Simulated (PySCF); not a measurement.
Stretching CCl

Set-up: C pcseg-1, Cl pcseg-1; no relativity (PySCF 2.14). Energies in eV from C + Cl in their ground configurations at the same level. State: ²Π (doublet), unpaired electrons π ↑.

All columns are PW91. A positive dipole means C(−)Cl(+).

```csv
R (Å),E (eV),μ (D),Mulliken charge on C (basis-dependent),HOMO (eV),LUMO (eV),Mayer bond order,⟨S²⟩
1.440,-3.313,2.62,-0.25,-3.95,-3.65,1.55,0.75
1.507,-3.943,2.31,-0.20,-4.24,-3.92,1.50,0.75
1.574,-4.298,1.98,-0.15,-4.53,-4.19,1.45,0.75
1.624,-4.433,1.72,-0.12,-4.74,-4.38,1.43,0.75
1.674,-4.486,1.46,-0.09,-4.94,-4.58,1.41,0.75
1.724,-4.475,1.19,-0.06,-5.14,-4.76,1.39,0.75
1.791,-4.389,0.84,-0.03,-5.39,-5.00,1.37,0.75
1.875,-4.202,0.42,0.01,-5.69,-5.28,1.34,0.75
1.975,-3.906,-0.07,0.05,-6.01,-5.59,1.32,0.76
2.109,-3.455,-0.66,0.10,-6.38,-5.96,1.29,0.76
```

A fit through these points gives, at Re = 1.689 Å, μ = 1.38 D and dμ/dR = -5.26 D/Å; the reduced mass is 8.934 u.

How strong is the fundamental in the double-harmonic approximation, I = 42.26·(dμ/dR)²/μred km/mol?

I = 42.26·(-5.26)²/8.934 = 131 km/mol at PW91.

The state is the lowest determinant that a PBE0 search found; another state may lie lower at other levels.
